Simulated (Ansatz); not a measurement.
**NO+ (nitrosonium) at r2SCAN0/aug-cc-pVTZ**

Aim: the energy change on altering one bond length of NO+ (nitrosonium) at r2SCAN0/aug-cc-pVTZ, from 2 runs. 

The results are computed with Ansatz 0.2.0.

1 further run of the same task is left out (set aside as unsound or not needed).

**1. The structure to begin with**

NO+ has 2 atoms, charge +1, and is taken as a singlet. SMILES: `N#[O+]`. Geometry: the measured bond length.

Bond lengths: N1–O2 1.063 Å.

**2. The energy at r2SCAN0/aug-cc-pVTZ**

Contents of in.yaml:

```yaml
basis:
  gaussian: {orbitals: aug-cc-pVTZ}
crystal:
  periodic: [false, false, false]
  atoms:
    - symbol: "N"
      position_ang: [0.000000, 0.000000, 0.000000]
    - symbol: O
      position_ang: [0.000000, 0.000000, 1.063220]
total_charge: 1
hamiltonian: {xc: {name: r2SCAN0}}
accuracy: high
output: {orbitals: {seedname: orbitals}}
```

The run is started by

```
$ ansatz run in.yaml --threads 1 --pin off --max-ram 3480MiB --events-out events.jsonl --progress --plain --runs-dir runs
```

The log of the run:

```text
Warning: RAYON_NUM_THREADS=1 ignored (pool sized by the plan → 1); use --threads N
Functional definition: r2SCAN0
  name "r2SCAN0"
  parameter a = 0.25
  parameter k0 = 0.174
  parameter k1 = 0.065
  parameter a1 = 4.9479
  exchange = (1 - a)*r2scan_x(k0 = k0, k1 = k1, a1 = a1) + a*exact_x
  correlation = r2scan_c
1267 factors; integrals over basis functions are off by at most 2.7e-9 eV
mean field evaluation 1: about -3520.3960 eV, gradient 5.1e1 eV
mean field evaluation 2: about -3510.2436 eV, gradient 9.3e1 eV
mean field evaluation 4: about -3523.8538 eV, gradient 8.0e-1 eV
mean field evaluation 8: about -3523.8554 eV, gradient 2.5e-2 eV
mean field evaluation 16: about -3523.8554 eV, gradient 1.5e-8 eV
mean field -3523.85535481 eV, -129.4992957342 hartree, gradient 5.2e-8 eV, S^2 0.000000; 0 other end points of the search recorded, 0 dependent functions left out
reference -3523.85535557 eV, -129.4992957621 hartree; 7, 7 occupied and 85, 85 virtual orbitals, 1267 factors
Total energy: -3523.85535557 eV, -129.4992957621 hartree
```

Run time: 2.6 s. Hardware: 1 thread of Arm Neoverse V2, shared host; peak memory 0.18 GiB.

**3. The distorted shape**

Contents of in.yaml:

```yaml
crystal:
  periodic: [false, false, false]
  atoms:
    - {symbol: "N", position_ang: [0.000000, 0.000000, -0.159480]}
    - {symbol: O, position_ang: [0.000000, 0.000000, 1.063220]}
basis:
  gaussian: {orbitals: aug-cc-pVTZ}
total_charge: 1
hamiltonian: {xc: {name: r2SCAN0}}
accuracy: high
output: {orbitals: {seedname: orbitals}}
```

The run is started by

```
$ ansatz run in.yaml --threads 1 --pin off --max-ram 3480MiB --events-out events.jsonl --progress --plain --runs-dir runs
```

The log of the run:

```text
Warning: RAYON_NUM_THREADS=1 ignored (pool sized by the plan → 1); use --threads N
Functional definition: r2SCAN0
  name "r2SCAN0"
  parameter a = 0.25
  parameter k0 = 0.174
  parameter k1 = 0.065
  parameter a1 = 4.9479
  exchange = (1 - a)*r2scan_x(k0 = k0, k1 = k1, a1 = a1) + a*exact_x
  correlation = r2scan_c
1266 factors; integrals over basis functions are off by at most 3.0e-9 eV
mean field evaluation 1: about -3515.7459 eV, gradient 6.5e1 eV
mean field evaluation 2: about -3463.4889 eV, gradient 1.7e2 eV
mean field evaluation 4: about -3522.0431 eV, gradient 2.2e0 eV
mean field evaluation 8: about -3522.0511 eV, gradient 2.6e-2 eV
mean field evaluation 16: about -3522.0511 eV, gradient 2.1e-7 eV
mean field -3522.05113637 eV, -129.4329919295 hartree, gradient 1.4e-8 eV, S^2 0.000000; 0 other end points of the search recorded, 0 dependent functions left out
reference -3522.05113700 eV, -129.4329919529 hartree; 7, 7 occupied and 85, 85 virtual orbitals, 1266 factors
Total energy: -3522.05113700 eV, -129.4329919529 hartree
```

Run time: 2.9 s. Hardware: 1 thread of Arm Neoverse V2, shared host; peak memory 0.18 GiB.

**4. Summary of results**

Level: r2SCAN0/aug-cc-pVTZ.

| quantity | value |
| --- | --- |
| first shape: total energy | -129.49930 Eh |
| first shape: HOMO energy | -25.72 eV |
| first shape: LUMO energy | -12.88 eV |
| first shape: HOMO–LUMO gap | 12.84 eV |
| distorted shape: total energy | -129.43299 Eh |
| distorted shape: HOMO energy | -25.29 eV |
| distorted shape: LUMO energy | -14.63 eV |
| distorted shape: HOMO–LUMO gap | 10.66 eV |
| energy change with the N1–O2 bond stretched from 1.063 to 1.223 Å | 1.804 eV |

What this shows: With the N1–O2 bond stretched from 1.063 to 1.223 Å the energy rises by 1.80 eV (42 kcal/mol). The first shape isn't relaxed at this level, so the change isn't measured from a minimum.
